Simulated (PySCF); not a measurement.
Beryllium: a sound run and one with changed settings

Sound run: Be [He] 2s2, Be⁺ [He] 2s1. Calculation: PySCF 2.14, in x2c-SVPall (3s2p, 9 functions); scalar relativity by spin-free X2C-1e. In the sound run the correlated levels freeze 1s2. The sound run starts from symmetry-adapted Hartree-Fock orbitals and uses a fine grid where one is needed.

Changed run: all electrons correlated in a basis built for the valence shell.

| species | method | sound run (hartree) | changed run (hartree) | converged |
| --- | --- | --- | --- | --- |
| Be | MP2 | -14.57823 | -14.57897 | yes |
| Be | CCSD(T) | -14.60039 | -14.60094 | yes |
| Be⁺ | MP2 | n/a | -14.26387 | yes |
| Be⁺ | CCSD(T) | n/a | -14.26393 | yes |

Ionisation energy of Be:

```csv
method,sound run (eV),changed run (eV)
UHF,7.970,7.970
MP2,8.569,8.574
SCS-MP2,8.689,8.695
CCSD,9.172,9.170
CCSD(T),9.172,9.171
```

A valence basis has no tight correlating functions, so it recovers only part of the core correlation, and not evenly between atom and ion.

For comparison, NIST gives 9.323 eV between the lowest levels.
